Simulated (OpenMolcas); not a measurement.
# One shape, several levels: SiH4O (silanol)

Wanted: a comparison of 6 runs (HF/cc-pVTZ, B3LYP/6-31G*, BHLYP/cc-pVTZ, M06-L/cc-pVTZ, MP2/cc-pVTZ, CCSD(T)/cc-pVTZ) of SiH4O (silanol). 

Program for the calculation: OpenMolcas 26.06.

**1. The system as given**

The species is SiH4O (6 atoms), meant as a singlet with charge 0. As SMILES, `O[SiH3]`. Geometry: relaxed at PBE0-D4/def2-TZVP.

Bond lengths: O1–Si2 1.648 Å, O1–H3 0.957 Å, Si2–H4 1.489 Å, Si2–H5 1.481 Å, Si2–H6 1.489 Å. Angles: O1–Si2–H4 111.7°, O1–Si2–H5 105.9°, O1–Si2–H6 111.7°, Si2–O1–H3 117.9°, H4–Si2–H5 109.9°, H4–Si2–H6 107.9°, H5–Si2–H6 109.9°.

**2. Energy and forces at HF/cc-pVTZ (run 1)**

mol.input

```
&gateway
  baslib=$CurrDir
  coord
  6
  angstrom
  O        0.636700      -1.030300       0.419000
  Si      -0.035700       0.346500      -0.187000
  H        0.069100      -1.629200       0.904700
  H       -1.128300       0.045700      -1.152800
  H        1.060500       1.064900      -0.875600
  H       -0.602300       1.202400       0.891700
  basis=cc-pVTZ
  group=NoSym

&seward

&scf
  thresholds=1e-10 1e-07 1e-07 1e-05
  prorbitals=1 1

&alaska
```

The basis set cc-pVTZ is read from a file made from the Basis Set Exchange's data (not shown).

Command:

```sh
$ export MOLCAS_MEM=1860
$ pymolcas mol.input > mol.log
```

The program printed:

```text
--- Start Module: gateway ---
[...]
--- Stop Module: gateway /rc=_RC_ALL_IS_WELL_ ---
[...]
      Basis functions          120
[...]
--- Start Module: scf ---
[...]
       Convergence after  13 Iterations
[...]
::    Total SCF energy                               -366.2065740737
[...]
      Total spin, S                                     0.0000000000
[...]
      Total electronic charge=   26.000000
      Total            charge=   -0.000000
[...]
      Dipole Moment (debye):
      Origin of the operator (angstrom)=    0.1787   -0.1270    0.0258
                   X= -1.2158E+00               Y= -4.0749E-01               Z=  5.4468E-01           Total=  1.3932E+00
      Quadrupole Moment (debye*angstrom):
[...]
--- Stop Module: scf /rc=_RC_ALL_IS_WELL_ ---
[...]
--- Start Module: alaska ---
[...]
 *              Molecular gradients               *
 **************************************************
  Irreducible representation: a
 ------------------------------------------------------------------------------------------
                              X                       Y                       Z
 ------------------------------------------------------------------------------------------
  O1                1.74259322863790E-02    6.67280331572151E-03   -8.27917956295376E-03
  SI2              -3.25505332367459E-03    1.64268100547105E-03   -1.04041606824978E-04
  H3               -1.29708648381908E-02   -1.17617855685808E-02    1.00115334245676E-02
  H4               -2.47924795088839E-03   -9.08803109531675E-05   -2.44456154896522E-03
  H5                2.60562559961874E-03    1.06277979064284E-03   -1.27567332722256E-03
  H6               -1.32639177324578E-03    2.47440176756664E-03    2.09192262137226E-03
 ------------------------------------------------------------------------------------------
--- Stop Module: alaska /rc=_RC_ALL_IS_WELL_ ---
[...]
```

Run time: 20 s. Hardware: 1 thread of Arm Neoverse V1, shared host; peak memory 0.76 GiB.

**3. Energy and gradient at B3LYP/6-31G(d) (spherical functions) (run 2)**

test.inp

```
* H4OSi Kohn-Sham DFT
&GATEWAY
BasLib=$CurrDir
Coord
6
bohr
O      1.20318862    -1.94698483     0.79179525
Si    -0.06746322     0.65479010    -0.35337879
H      0.13058008    -3.07874180     1.70963522
H     -2.13217799     0.08636048    -2.17847628
H      2.00405456     2.01236935    -1.65464419
H     -1.13818204     2.27220669     1.68506879
Basis=6-31Gs
Group=NoSym
&SEWARD
GridInput
Grid=UltraFine
End of Grid
&SCF
KSDFT=B3LYP
Thresholds=1e-10 1e-07 1e-07 1e-05
PrOrbitals=1
&ALASKA
```

The basis set 6-31G* is read from a file made from the Basis Set Exchange's data (not shown).

Command:

```sh
$ export MOLCAS_MEM=1860
$ pymolcas test.inp > test.log
```

The program printed:

```text
--- Start Module: gateway ---
[...]
--- Stop Module: gateway /rc=_RC_ALL_IS_WELL_ ---
[...]
      Basis functions           40
[...]
--- Start Module: scf ---
[...]
       Convergence after  12 Iterations
[...]
::    Total KS-DFT energy                            -367.1394530825
[...]
      Total spin, S                                     0.0000000000
[...]
      Total electronic charge=   26.000000
      Total            charge=   -0.000000
[...]
      Dipole Moment (debye):
      Origin of the operator (angstrom)=    0.1787   -0.1270    0.0258
                   X= -1.2580E+00               Y= -4.5026E-01               Z=  5.7982E-01           Total=  1.4565E+00
      Quadrupole Moment (debye*angstrom):
[...]
--- Stop Module: scf /rc=_RC_ALL_IS_WELL_ ---
[...]
--- Start Module: alaska ---
[...]
 *              Molecular gradients               *
 **************************************************
  Irreducible representation: a
 ------------------------------------------------------------------------------------------
                              X                       Y                       Z
 ------------------------------------------------------------------------------------------
  O1               -1.07971819239214E-02    4.35644944397673E-03    3.17701734346088E-04
  SI2               3.61896844299103E-03   -6.31676444370122E-03    2.62999467408775E-03
  H3                5.26570313807051E-03    5.32418212386920E-03   -4.37245684643583E-03
  H4                1.00211799715044E-03   -1.09066863515150E-03    1.04399105191533E-03
  H5                1.72269229989030E-04   -6.31891323216394E-04    3.10460142025404E-04
  H6                7.38123115737510E-04   -1.64130716575128E-03    7.03092440570430E-05
 ------------------------------------------------------------------------------------------
--- Stop Module: alaska /rc=_RC_ALL_IS_WELL_ ---
[...]
```

It took 11 s on 1 thread of Arm Neoverse V1, shared host; peak memory 0.37 GiB.

**4. Energy and gradient at BHLYP/cc-pVTZ (run 3)**

mol.xyz

```xyz
6

O      0.636700    -1.030300     0.419000
Si    -0.035700     0.346500    -0.187000
H      0.069100    -1.629200     0.904700
H     -1.128300     0.045700    -1.152800
H      1.060500     1.064900    -0.875600
H     -0.602300     1.202400     0.891700
```

mol.inp

```
&GATEWAY
BasLib
$CurrDir
Coord
mol.xyz
Basis
cc-pVTZ
Group
NoSym
&SEWARD
GridInput
Grid=UltraFine
End of Grid
&SCF
KSDFT
HYB_GGA_XC_BHANDHLYP
Thresholds
1e-10 1e-07 1e-07 1e-05
PrOrbitals
1 2
&ALASKA
```

The basis set cc-pVTZ is read from a file made from the Basis Set Exchange's data (not shown).

Command:

```sh
$ export MOLCAS_MEM=1860
$ pymolcas mol.inp > mol.log
```

The program printed:

```text
--- Start Module: gateway ---
[...]
--- Stop Module: gateway /rc=_RC_ALL_IS_WELL_ ---
[...]
      Basis functions          120
[...]
--- Start Module: scf ---
[...]
       Convergence after  14 Iterations
[...]
::    Total KS-DFT energy                            -367.1583310573
[...]
      Total spin, S                                     0.0000000000
[...]
      Total electronic charge=   26.000000
      Total            charge=   -0.000000
[...]
      Dipole Moment (debye):
      Origin of the operator (angstrom)=    0.1787   -0.1270    0.0258
                   X= -1.1424E+00               Y= -4.3117E-01               Z=  5.3915E-01           Total=  1.3348E+00
      Quadrupole Moment (debye*angstrom):
[...]
--- Stop Module: scf /rc=_RC_ALL_IS_WELL_ ---
[...]
--- Start Module: alaska ---
[...]
 *              Molecular gradients               *
 **************************************************
  Irreducible representation: a
 ------------------------------------------------------------------------------------------
                              X                       Y                       Z
 ------------------------------------------------------------------------------------------
  O1                8.43839801978952E-03    3.64001483390908E-03   -4.24148579369943E-03
  SI2              -1.97850812426736E-04   -1.84151265946042E-03    1.08027053593851E-03
  H3               -6.58485288201027E-03   -5.68974057680505E-03    4.92412168975376E-03
  H4               -3.14751537783042E-03   -6.49865679516415E-04   -2.82204943384379E-03
  H5                3.16430388037903E-03    1.91940582204708E-03   -1.90359894737102E-03
  H6               -1.67248282790089E-03    2.62169825977798E-03    2.96274194923418E-03
 ------------------------------------------------------------------------------------------
--- Stop Module: alaska /rc=_RC_ALL_IS_WELL_ ---
[...]
```

Wall time 50 s (1 thread of Arm Neoverse V1, shared host); peak memory 0.76 GiB.

Runs 4 to 5 aren't shown in full; the table further down has their settings and results.

**5. The energy at CCSD(T)/cc-pVTZ (Cholesky decomposition) (run 6)**

job.input

```
* H4OSi CCSD(T)
>>> EXPORT MOLCAS_PRINT=2

&GATEWAY
  BasLib=$CurrDir
  Coord
  6
  angstrom
  O        0.636700      -1.030300       0.419000
  Si      -0.035700       0.346500      -0.187000
  H        0.069100      -1.629200       0.904700
  H       -1.128300       0.045700      -1.152800
  H        1.060500       1.064900      -0.875600
  H       -0.602300       1.202400       0.891700
  Basis=cc-pVTZ
  Group=NoSym

&SEWARD
  High

&SCF
  Thresholds=1e-10 1e-07 1e-07 1e-05
  PrOrbitals=1

&CHCC
  Frozen=6
  Threshold=1e-08
  MaxIterations=80

&CHT3
  Frozen=6
```

The basis set cc-pVTZ is read from a file made from the Basis Set Exchange's data (not shown).

Command:

```sh
$ export MOLCAS_MEM=1860
$ pymolcas job.input > job.log
```

The program printed:

```text
--- Start Module: gateway ---
[...]
--- Stop Module: gateway /rc=_RC_ALL_IS_WELL_ ---
[...]
      Basis functions          120
[...]
       Convergence after  13 Iterations
[...]
::    Total SCF energy                               -366.2065740423
[...]
      Total spin, S                                     0.0000000000
[...]
      Total electronic charge=   26.000000
      Total            charge=   -0.000000
[...]
      Dipole Moment (debye):
      Origin of the operator (angstrom)=    0.1787   -0.1270    0.0258
                   X= -1.2158E+00               Y= -4.0749E-01               Z=  5.4468E-01           Total=  1.3932E+00
      Quadrupole Moment (debye*angstrom):
[...]
--- Start Module: chcc ---
[...]
--- Stop Module: chcc /rc=_RC_ALL_IS_WELL_ ---
[...]
--- Start Module: cht3 ---
[...]
--- Stop Module: cht3 /rc=_RC_ALL_IS_WELL_ ---
[...]
```

Wall time 6.3 min (1 thread of Arm Neoverse V1, shared host); peak memory 0.31 GiB.

**6. The series**

```
run                                     level  integration grid      task  energy (Eh)  dipole moment (D) of the reference  HOMO energy (eV)  LUMO energy (eV)  wall time
  1                                HF/cc-pVTZ                 –  gradient  -366.206574                                1.39            -12.40              3.32       20 s
  2        B3LYP/6-31G* (spherical functions)         UltraFine  gradient  -367.139453                                1.46             -8.21              0.29       11 s
  3                             BHLYP/cc-pVTZ         UltraFine  gradient  -367.158331                                1.33            -10.14              1.05       50 s
  4                             M06-L/cc-pVTZ         UltraFine  gradient  -367.181312                                1.27             -7.46              0.09       61 s
  5                               MP2/cc-pVTZ                 –    energy  -366.583228                                1.39            -12.40              3.32       17 s
  6  CCSD(T)/cc-pVTZ (Cholesky decomposition)                 –    energy  -366.619719                                1.39            -12.40              3.32    6.3 min
```

**7. What came out**

| quantity | value |
| --- | --- |
| run 6: total energy | -366.61972 Eh |
| run 6: dipole moment (mean-field density) | 1.39 D |
| run 6: HOMO energy (Hartree–Fock orbitals) | -12.40 eV |
| run 6: LUMO energy (Hartree–Fock orbitals) | 3.32 eV |
| run 6: HOMO–LUMO gap (Hartree–Fock orbitals) | 15.72 eV |
| run 6: correlation energy (6 core orbitals frozen) | -413.1 mEh |
| run 6: (T) correction | -12.15 mEh |

In words: Below the HF energy at the same shape and in the same basis (cc-pVTZ): MP2 -376.7 mEh; CCSD(T) -413.1 mEh. Over runs 1, 2, 3, 4 the dipole moment (its size) runs from 1.27 D (M06-L/cc-pVTZ) to 1.46 D (B3LYP/6-31G*). The two ends differ in method and basis. Over runs 1, 2, 3, 4 the HOMO–LUMO gap runs from 7.55 eV (M06-L/cc-pVTZ) to 15.72 eV (HF/cc-pVTZ). Exact exchange widens orbital gaps. Totals of different functionals can't be ranked against each other. All runs together took 8.9 min, the longest 6.3 min.
